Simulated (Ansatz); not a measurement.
Ansatz input

```yaml
crystal:
  lattice:
    - [12.0, 0.0, 0.0]
    - [0.0, 12.3, 0.0]
    - [0.0, 0.0, 12.6]
  atoms:
    - { symbol: "N", position: [0.5, 0.5, 0.4563265462] }
    - { symbol: "N", position: [0.5, 0.5, 0.5436734538] }
hamiltonian:
  xc: blyp
  pseudopotentials:
    kind: paw
    azcp:
      "N": "pseudopotentials/N.paw.azcp"
basis:
  ecutwfc: 420
  fft_grid_basis: typed
kpoints:
  mp_grid: { grid: [1, 1, 1], shift: [0, 0, 0] }
magnetization:
  spin_polarized: false
scf:
  occupations: { method: fermi_dirac, width: 0.01 }
```

and its output:

```
Engine: ansatz 0.2.0, x86_64-unknown-linux-gnu
Pseudopotentials: kind: paw
Pseudopotential: N, paw, valence charge 5, recommended cutoff 420 eV (normal) 
Functional definition: BLYP
  parameter beta = 0.0042
  parameter a = 0.04918
  parameter b = 0.132
  parameter c = 0.2533
  parameter d = 0.349
  exchange = b88_x(beta = beta)
  correlation = lyp_c(a = a, b = b, c = c, d = d)
Crystal: 2 atoms, lattice volume = 1859.760 Å³
Basis set: ecut = 420 eV, 36331 PW (Γ), exchange–correlation on 162×180×180 points (8 copies of the dense FFT grid, shifted against one another)
Bands: 9, of which v1, the nominal top of the filled ones, is band 5 counted from 1 (4 counted from 0)
Symmetry: 8 space group operations
Space group: Pmmm (ITA 47), of the structure as read, at distance tolerance 1.2e-4 Å
k-points: 1
Non-local potential: N, projectors of the file, l = 0: 2, l = 1: 2, l = 2: 1
PAW form: soft (Blöchl's): semilocal exchange-correlation on the pseudo side does not see the compensation charge
PAW frozen core: N, regenerated for the run's functional, and the local potential with it (the file was generated under x = pbe(κ = 0.804, μ = 0.2195149727645171), c = pbe(β = 0.06672455060314922))
PAW one-centre angular grid: N, 110 points (default); XC on 64 Gauss nodes
Initial density: superposition of atomic densities (neutral atoms: chi_scale 0, normalization atom), corrected by the library's trained network
Initial wavefunctions: pseudopotential atomic-orbital guess
Functional: x = b88, c = lyp
SCF iter   1: F=—  HF=-771.063640 eV  |F-HF|=—  |Δ(HF+E_count)|=         —  Δρ=1.13e-3  dr2=1.53e-2  ethr=1.77e-3  ⟨swp⟩=7.0  Hψ=71  notcnv=0
SCF iter   2: F=—  HF=-771.066092 eV  |F-HF|=—  |Δ(HF+E_count)|=   2.45e-3  Δρ=5.75e-4  dr2=2.74e-3  ethr=1.53e-4  ⟨swp⟩=5.0  Hψ=28  notcnv=0
SCF iter   3: F=—  HF=-771.080686 eV  |F-HF|=—  |Δ(HF+E_count)|=   1.46e-2  Δρ=8.59e-5  dr2=2.03e-4  ethr=2.74e-5  ⟨swp⟩=10.0  Hψ=34  notcnv=0
SCF iter   4: F=—  HF=-771.081403 eV  |F-HF|=—  |Δ(HF+E_count)|=   7.17e-4  Δρ=1.52e-5  dr2=2.14e-6  ethr=2.03e-6  ⟨swp⟩=6.0  Hψ=31  notcnv=0
SCF iter   5: F=—  HF=-771.081511 eV  |F-HF|=—  |Δ(HF+E_count)|=   1.08e-4  Δρ=3.84e-6  dr2=1.57e-7  ethr=2.14e-8  ⟨swp⟩=3.0  Hψ=18  notcnv=0
SCF iter   6: F=-771.081511 eV  HF=-771.081511 eV  |F-HF|=1.24e-9  |Δ(HF+E_count)|=   1.57e-7  Δρ=3.94e-7  dr2=2.06e-9  ethr=1.00e-9  ⟨swp⟩=3.0  Hψ=19  notcnv=0
SCF 1 converged in 6 iterations: F = -771.081511 eV  dr2 = 2.06e-9
SCF converged after 6 iterations
Free energy (F): -771.081511 eV
Harris-Foulkes:  -771.081511 eV  (|F-HF|=1.24e-9)
Internal energy: -771.081511 eV  (E = F + TS)
E sigma→0 (E₀):  -771.081511 eV
Fermi energy:    -5.998904 eV
--- Per-component energies (eV) ---
  E_band       = -148.119149
  E_kinetic    = 250.364662
  E_local      = -1501.949153  (includes V_loc(G=0)·N_el)
  E_nonlocal   = 97.500353
  E_hartree    = 594.358765
  E_xc         = -113.581483
  E_vxc        = -143.386029  (∫ρ·V_xc dr)
  E_paw        = -259.303067  (= ΣΔE_a)
  E_vpaw       = -39.365467  (= ΣTr[D̂ρ^β])
  E_aug_tail   = 0.000173  (compensation charges beyond the density's cutoff)
  E_ewald      = 161.523551
  E_core_change = 0.004688  (= ΣΔE_core)
  E_smearing   = -0.000000  (= −TS)
  E_closure    = -0.000000  (closes the sum)
  Σ components = -771.081511   (vs F -771.081511, Δ=0.00e0)
```
